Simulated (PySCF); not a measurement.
Species: HC≡CCF(CH3)2, C5H7F.
SMILES with atom numbers: `[CH:1]#[C:2][C:3]([CH3:4])([CH3:5])[F:6]` (hydrogens: H7 on C1; H8, H9, H10 on C4; H11, H12, H13 on C5)

The same species was optimised twice, with GFN2-xTB and with PBE0-D3(BJ)/def2-SVP (PySCF), and the same property calculations (PySCF, gas phase) were run on both structures.

```
  coordinate  GFN2-xTB  PBE0-D3(BJ)/def2-SVP  change
   C2–C3 (Å)     1.458                 1.471  +0.013
   C1≡C2 (Å)     1.196                 1.210  +0.014
   C3–F6 (Å)     1.401                 1.391  -0.010
   C3–C5 (Å)     1.527                 1.521  -0.006
   C3–C4 (Å)     1.527                 1.521  -0.006
C1–C2–C3 (°)     178.7                 179.2    +0.5
C4–C3–F6 (°)     107.5                 107.3    -0.2
C5–C3–F6 (°)     107.5                 107.3    -0.2
C2–C3–C4 (°)     110.5                 110.7    +0.2
C2–C3–C5 (°)     110.5                 110.7    +0.2
C4–C3–C5 (°)     112.5                 112.6    +0.1
C2–C3–F6 (°)     108.1                 108.0    -0.1
```

Rotational constants: A = 4808, B = 2791, C = 2726 MHz (GFN2-xTB) against A = 4849, B = 2765, C = 2695 MHz (PBE0-D3(BJ)/def2-SVP). Point groups within 0.08 Å: Cs and Cs. Atoms that the bonding makes alike are paired by their places after alignment.

On the GFN2-xTB structure: HOMO (eV) -8.10 [PBE0/pcSseg-1]; LUMO (eV) 0.59 [PBE0/pcSseg-1]; dipole (D) 1.97 [PBE0/pcSseg-1]; GIAO shielding of C1 (ppm) 105.0 [PBE0/pcSseg-1]; GIAO shielding of C2 (ppm) 97.5 [PBE0/pcSseg-1]; GIAO shielding of C3 (ppm) 99.2 [PBE0/pcSseg-1]; GIAO shielding of C4/C5 (mean) (ppm) 155.2 [PBE0/pcSseg-1]; GIAO shielding of F6 (ppm) 337.1 [PBE0/pcSseg-1].

**Question.** What do these properties become on the PBE0-D3(BJ)/def2-SVP structure?

**Answer.** 
```csv
property,level,on GFN2-xTB,on PBE0-D3(BJ)/def2-SVP,change
HOMO (eV),PBE0/pcSseg-1,-8.10,-8.06,+0.04
LUMO (eV),PBE0/pcSseg-1,0.59,0.55,-0.04
dipole (D),PBE0/pcSseg-1,1.97,1.94,-0.03
"energy, GFN2-xTB geometry as zero (kcal/mol)",PBE0/pcSseg-1,0.0,-0.2,-0.2
GIAO shielding of C1 (ppm),PBE0/pcSseg-1,105.0,104.2,-0.8
GIAO shielding of C2 (ppm),PBE0/pcSseg-1,97.5,96.5,-1.0
GIAO shielding of C3 (ppm),PBE0/pcSseg-1,99.2,99.4,+0.2
GIAO shielding of C4/C5 (mean) (ppm),PBE0/pcSseg-1,155.2,153.5,-1.7
GIAO shielding of F6 (ppm),PBE0/pcSseg-1,337.1,339.7,+2.6
```

The heavy atoms differ by 0.016 Å rms after alignment. Among bonds between heavy atoms C1≡C2 and C2–C3 change most and about equally (+0.013 to +0.014 Å). Changes are differences of the printed values. Neither structure is proved a minimum here.
